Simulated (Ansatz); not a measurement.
`B[SiH2]O` and `O[SiH2]S` differ in one atom or group.

Ansatz, PBE0-D4/def2-TZVP geometries, multiplicity 1. Each molecule was computed in one conformer, which needn't be the lowest.

```
                                          property  `B[SiH2]O`
size of the dipole moment (ωB97M-V/def2-TZVPP) / D        1.51
               HOMO–LUMO gap (PBE/def2-TZVPP) / eV        3.16
                LUMO energy (PBE0/def2-TZVPP) / eV       -2.47
    zero-point energy (PBE0-D4/def2-TZVP) / kJ/mol       132.0
                 LUMO energy (PBE/def2-TZVPP) / eV       -3.47
              HOMO–LUMO gap (PBE0/def2-TZVPP) / eV        5.50
```

What does the change do to each property? (Estimate.)

The calculation gave: 
```tsv
property	`O[SiH2]S`	shift
size of the dipole moment (ωB97M-V/def2-TZVPP) / D	0.83	-0.68
HOMO–LUMO gap (PBE/def2-TZVPP) / eV	5.84	2.68
LUMO energy (PBE0/def2-TZVPP) / eV	0.26	2.73
zero-point energy (PBE0-D4/def2-TZVP) / kJ/mol	107.9	-24.1
LUMO energy (PBE/def2-TZVPP) / eV	-0.61	2.86
HOMO–LUMO gap (PBE0/def2-TZVPP) / eV	7.96	2.46
```

With PBE0 the HOMO rises by 0.26 eV and the LUMO rises by 2.73 eV, so the gap widens by about 2.47 eV. PBE moves the HOMO by 0.18 eV and ωB97M-V by 0.26 eV. The zero-point energy changes by -24.1 kJ/mol with -3 modes. Dipoles are sizes alone; their direction can turn.
